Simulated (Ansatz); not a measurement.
```yaml
crystal:
  periodic: [false, false, false]
  atoms:
    - {symbol: Ti, position_ang: [-0.499280, -0.004292, -0.000827]}
    - {symbol: O, position_ang: [1.380685, 0.011869, 0.002288]}
    - {symbol: H, position_ang: [0.877560, 2.308635, -0.006477]}
    - {symbol: H, position_ang: [0.917092, -2.293208, 0.009451]}
basis:
  gaussian: {orbitals: def2-TZVP}
total_charge: 1
magnetization: {spin_polarized: true, initial_magnetization: 5}
hamiltonian: {xc: pbe0}
relax: {f_tol: 0.004, max_steps: 80}
```

```sh
$ ansatz run in.yaml --threads 1 --pin off --events-out ev --progress --plain --max-ram 2176MiB
```

Steps of the relaxation (energy above the last step; positions in Å, forces in eV/Å):

```
4
step 1, 2319.1 meV
Ti   -0.499   -0.004   -0.001    0.654    0.006    0.002
O     1.381    0.012    0.002   -0.184   -0.002    0.003
H     0.878    2.309   -0.006   -0.234   -0.048   -0.002
H     0.917   -2.293    0.009   -0.235    0.044   -0.003
```

```
4
step 2, 2148.1 meV
Ti   -0.304   -0.003    0.001    0.347    0.003    0.006
O     1.564    0.013    0.006    0.023    0.000    0.008
H     0.689    2.294   -0.009   -0.184   -0.143   -0.007
H     0.728   -2.282    0.007   -0.186    0.139   -0.008
```

```
4
step 3, 2080.6 meV
Ti   -0.177   -0.001    0.123    0.398    0.003   -0.087
O     1.700    0.015    0.152   -0.210   -0.002   -0.021
H     0.557    2.274   -0.143   -0.093   -0.140    0.055
H     0.596   -2.265   -0.128   -0.095    0.139    0.054
```

```
4
step 6, 2018.0 meV
Ti   -0.058   -0.007   -0.053    0.108    0.010    0.013
O     1.804    0.068    0.032   -0.063    0.064   -0.001
H     0.463    2.158    0.006   -0.003   -0.037   -0.006
H     0.467   -2.196    0.019   -0.042   -0.037   -0.006
```

```
4
step 9, 1960.9 meV
Ti    0.002   -0.021   -0.096   -0.157    0.052    0.036
O     1.841    0.313    0.002    0.152    0.213    0.022
H     0.494    2.049    0.043    0.052   -0.241   -0.035
H     0.339   -2.317    0.056   -0.047   -0.025   -0.022
```

```
4
step 10, 1859.7 meV
Ti    0.011   -0.028   -0.100   -0.488    0.099    0.056
O     1.822    0.506   -0.014    0.498    0.357    0.050
H     0.563    1.907    0.050    0.028   -0.412   -0.073
H     0.280   -2.362    0.069   -0.037   -0.044   -0.033
```

```
4
step 14, 1190.4 meV
Ti    0.247   -0.197    0.008   -0.012   -0.878    0.007
O     1.766    1.239   -0.039   -2.130    0.923    0.055
H     0.658    1.698   -0.010    2.229   -0.044   -0.063
H     0.005   -2.717    0.045   -0.087   -0.001    0.001
```

```
4
step 20, 0.8 meV
Ti    0.616   -0.723    0.002    0.011    0.033   -0.003
O     1.308    1.406   -0.107   -0.077    0.043    0.017
H     0.852    2.267    0.001    0.062   -0.077   -0.014
H    -0.099   -2.927    0.108    0.004    0.001    0.000
```

```
4
step 22, 0.0 meV
Ti    0.595   -0.719    0.004   -0.001   -0.001    0.000
O     1.290    1.398   -0.103    0.001   -0.001    0.000
H     0.876    2.279   -0.003    0.000    0.002    0.000
H    -0.084   -2.934    0.106    0.001    0.000    0.000
```

Close pairs at the end: O2–H3 0.978 Å, Ti1–O2 2.231 Å, Ti1–H4 2.319 Å.

A stationary point of unrestricted PBE0 after 22 steps, with ⟨S²⟩ = 8.753 against 8.75 for a pure state; no frequencies were run, so it isn't proven a minimum. 4.6 min on 1 thread of AMD EPYC 7R13, shared host.
